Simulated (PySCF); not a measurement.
**Structure from 2D NMR**

Compound of formula C3H6. Correlations simulated from computed shifts and couplings:

HSQC (one-bond C–H):
```
  δH     δC  1J(C,H) (Hz)
6.26  145.1           157
5.35  122.4           162
5.25  122.4           166
1.85   23.5           131
```

COSY cross peaks (|J| ≥ 2 Hz):
```
  δH    δH  abs. J (Hz)  bonds
6.26  5.35         18.2      3
6.26  5.25         11.8      3
6.26  1.85          7.7      3
5.35  5.25          3.2      2
5.35  1.85          2.2      4
```

HMBC (two and three bonds, |J| ≥ 2.5 Hz):
```
  δH         δC [abs. J in Hz]
6.26                23.5 [6.7]
5.35                23.5 [8.7]
5.25               23.5 [13.3]
1.85  145.1 [6.2], 122.4 [7.5]
```

Level of theory: B97-2/pcSseg-2 with gauge-including orbitals, geometry: PBE0-D3(BJ)/def2-TZVP, J: B3LYP/pcJ-2, in PySCF 2.14.0 with density-fitted response routines (no solvent, single conformer, no relativistic terms, one averaged value for each set of equivalent atoms).

δ = σ(ref) − σ, references computed at the same level: 1H (31.64 ppm) and 13C (185.38 ppm) against TMS.

Exchangeable hydrogens are left out of these lists, and C,H couplings along chains are those of one rotamer, so weak HMBC peaks may be missing or extra.

Q: Work out the connectivity.

A: `InChI=1S/C3H6/c1-3-2/h3H,1H2,2H3`.

Atom-mapped SMILES (the numbers label the heavy atoms): `[CH2:1]=[CH:2][CH3:3]`. Hydrogens are named by the atom that carries them. Ha(C1) is cis to C3; Hb(C1) is trans to C3.

- δC 145.1 is C2, an alkene CH (δH 6.26).
- δC 122.4 is C1, a terminal =CH2 carbon (δH 5.35, 5.25).
- δC 23.5 is C3, an allylic methyl carbon (δH 1.85).
- COSY links 6.26–5.35, 6.26–5.25, 6.26–1.85, 5.35–5.25, 5.35–1.85.

Shifts are as computed. Against solution values, carbons near 30 ppm lie about +3 ppm off and those near 130 ppm about +7 ppm. Of 1211 compounds with measured shifts, 218 miss one by over three times the rms of a fit or turn the order of signals round; such compounds aren't used in these exercises.
